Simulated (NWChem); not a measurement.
System: chlorine (Cl2); SMILES ClCl

NWChem printed, in part:

```
             Northwest Computational Chemistry Package (NWChem) 7.3.0
             --------------------------------------------------------

 ORDER OF PRIMARY AXIS IS BEING SET TO 4
 D4H symmetry detected

                             Geometry "geometry" -> ""
                             -------------------------

 Output coordinates in angstroms (scale by  1.889725989 to convert to a.u.)

  No.       Tag          Charge          X              Y              Z
 ---- ---------------- ---------- -------------- -------------- --------------
    1 Cl                  17.0000     0.00000000     0.00000000     1.01276900
    2 Cl                  17.0000     0.00000000     0.00000000    -1.01276900

 Effective nuclear repulsion energy (a.u.)      75.5020270965

      Symmetry information
      --------------------

 Group name             D4h
 Group number             28
 Group order              16
 No. of unique centers     1

                                Z-matrix (autoz)
                                --------

 Units are Angstrom for bonds and degrees for angles

      Type          Name      I     J     K     L     M      Value
      ----------- --------  ----- ----- ----- ----- ----- ----------
    1 Stretch                  1     2                       2.02554

                           NWChem Geometry Optimization
                           ----------------------------

 maximum gradient threshold         (gmax) =   0.000450
 rms gradient threshold             (grms) =   0.000300
 maximum cartesian step threshold   (xmax) =   0.001800
 rms cartesian step threshold       (xrms) =   0.001200
 fixed trust radius                (trust) =   0.300000
 source of zmatrix                         =   autoz

          -------------------
          Energy Minimization
          -------------------

 Using diagonal initial Hessian
 Scaling for Hessian diagonals: bonds = 1.00  angles = 0.25  torsions = 0.10

          --------
          Step   0

                                 NWChem DFT Module
                                 -----------------

 Summary of "ao basis" -> "ao basis" (spherical)
 ------------------------------------------------------------------------------
       Tag                 Description            Shells   Functions and Types
 ---------------- ------------------------------  ------  ---------------------
 Cl                         def2-svp                 8       18   4s3p1d

      Symmetry analysis of basis
      --------------------------

        a1g         8
        a1u         0
        a2g         0
        a2u         8
        b1g         1
        b1u         1
        b2g         1
        b2u         1
        eg          8
        eu          8

            General Information
            -------------------
          SCF calculation type: DFT
          Wavefunction type:  closed shell.
          No. of atoms     :     2
          No. of electrons :    34
           Alpha electrons :    17
            Beta electrons :    17
          Charge           :     0
          Spin multiplicity:     1
          Use of symmetry is: on ; symmetry adaption is: on
          Maximum number of iterations: 150
          AO basis - number of functions:    36
                     number of shells:    16
          Convergence on energy requested:  1.00D-06
          Convergence on density requested:  1.00D-05
          Convergence on gradient requested:  5.00D-04

              XC Information
              --------------
                    Becke 1988 Exchange Functional  1.000
              Lee-Yang-Parr Correlation Functional  1.000

             Grid Information
             ----------------
          Grid used for XC integration:  medium
          Radial quadrature: Mura-Knowles
          Angular quadrature: Lebedev.
          Tag              B.-S. Rad. Rad. Pts. Rad. Cut. Ang. Pts.
          ---              ---------- --------- --------- ---------
          Cl                  1.00       88           7.0       590
          Grid pruning is: on
          Number of quadrature shells:    88
          Spatial weights used:  Erf1

      Superposition of Atomic Density Guess
      -------------------------------------

 Sum of atomic energies:        -918.64703840

      Non-variational initial energy
      ------------------------------

 Total energy =    -918.724891
 1-e energy   =   -1420.608264
 2-e energy   =     426.381345
 HOMO         =      -0.343748
 LUMO         =      -0.101961

      Symmetry analysis of molecular orbitals - initial
      -------------------------------------------------

 !! scf_movecs_sym_adapt:    4 vectors were symmetry contaminated

  Symmetry fudging

 !! scf_movecs_sym_adapt:    4 vectors were symmetry contaminated

  Numbering of irreducible representations:

     1 a1g         2 a1u         3 a2g         4 a2u         5 b1g
     6 b1u         7 b2g         8 b2u         9 eg         10 eu

  Orbital symmetries:

[...]

      ----------------------
      Optimization converged
      ----------------------

  Step       Energy      Delta E   Gmax     Grms     Xrms     Xmax
  ---- ---------------- -------- -------- -------- -------- --------
@    3    -920.06135498 -6.1D-10  0.00001  0.00001  0.00005  0.00008
                                     ok       ok       ok       ok

                                Z-matrix (autoz)
                                --------

 Units are Angstrom for bonds and degrees for angles

      Type          Name      I     J     K     L     M      Value     Gradient
      ----------- --------  ----- ----- ----- ----- ----- ---------- ----------
    1 Stretch                  1     2                       2.08788    0.00001

                         Geometry "geometry" -> "geometry"
                         ---------------------------------

 Output coordinates in angstroms (scale by  1.889725989 to convert to a.u.)

  No.       Tag          Charge          X              Y              Z
 ---- ---------------- ---------- -------------- -------------- --------------
    1 Cl                  17.0000     0.00000000     0.00000000     1.04393958
    2 Cl                  17.0000     0.00000000     0.00000000    -1.04393958

 Effective nuclear repulsion energy (a.u.)      73.2476421615

      Symmetry information
      --------------------

 Group name             D4h
 Group number             28
 Group order              16
 No. of unique centers     1

                Final and change from initial internal coordinates
                --------------------------------------------------

                                Z-matrix (autoz)
                                --------

 Units are Angstrom for bonds and degrees for angles

      Type          Name      I     J     K     L     M      Value       Change
      ----------- --------  ----- ----- ----- ----- ----- ---------- ----------
    1 Stretch                  1     2                       2.08788    0.06234

 ==============================================================================
                                internuclear distances
 ------------------------------------------------------------------------------
       center one      |      center two      | atomic units |  angstroms
 ------------------------------------------------------------------------------
    2 Cl               |   1 Cl               |     3.94552  |     2.08788
 ------------------------------------------------------------------------------
                         number of included internuclear distances:          1
 ==============================================================================

[second-derivative integrals and response iterations left out]

  Vibrational analysis via the FX method

  See chapter 2 in "Molecular Vibrations" by Wilson, Decius and Cross

  Vib: Default input used

[...]

 Rotational Constants
 --------------------
 A=   0.000000 cm-1  (  0.000000 K)
 B=   0.221176 cm-1  (  0.318216 K)
 C=   0.221176 cm-1  (  0.318216 K)

 Temperature                      =   298.15K
 frequency scaling parameter      =   1.0000

 Linear Molecule

 Zero-Point correction to Energy  =    0.662 kcal/mol  (  0.001054 au)
 Thermal correction to Energy     =    2.301 kcal/mol  (  0.003667 au)
 Thermal correction to Enthalpy   =    2.893 kcal/mol  (  0.004610 au)

 Total Entropy                    =   53.593 cal/mol-K
   - Translational                =   38.635 cal/mol-K (mol. weight =  69.9377)
   - Rotational                   =   14.201 cal/mol-K (symmetry #  =        2)
   - Vibrational                  =    0.757 cal/mol-K

 Cv (constant volume heat capacity) =    6.297 cal/mol-K
   - Translational                  =    2.979 cal/mol-K
   - Rotational                     =    1.986 cal/mol-K
   - Vibrational                    =    1.331 cal/mol-K

[normal modes left out]

 ----------------------------------------------------------------------------
 Normal Eigenvalue ||           Projected Infra Red Intensities
  Mode   [cm**-1]  || [atomic units] [(debye/angs)**2] [(KM/mol)] [arbitrary]
 ------ ---------- || -------------- ----------------- ---------- -----------
    1       -0.000 ||    0.000000           0.000         0.000       4.355
    2        0.000 ||    0.000000           0.000         0.000       0.175
    3        0.000 ||    0.000000           0.000         0.000       0.177
    4        0.000 ||    0.000000           0.000         0.000       0.103
    5        0.000 ||    0.000000           0.000         0.000       0.108
    6      463.088 ||    0.000000           0.000         0.000      55.082
 ----------------------------------------------------------------------------
```

Level: BLYP/def2-SVP. 

Question: Write an input that gives this output.

Answer: One answer among several that fit: the input that was run:
```
start job
memory heap 200 mb stack 900 mb global 1100 mb
geometry units angstroms
  Cl     0.000000     0.000000     1.012769
  Cl     0.000000     0.000000    -1.012769
end
basis spherical
  * library def2-svp
end
dft
  xc becke88 lyp
  iterations 150
end
driver
  maxiter 120
end
task dft optimize
task dft freq
```
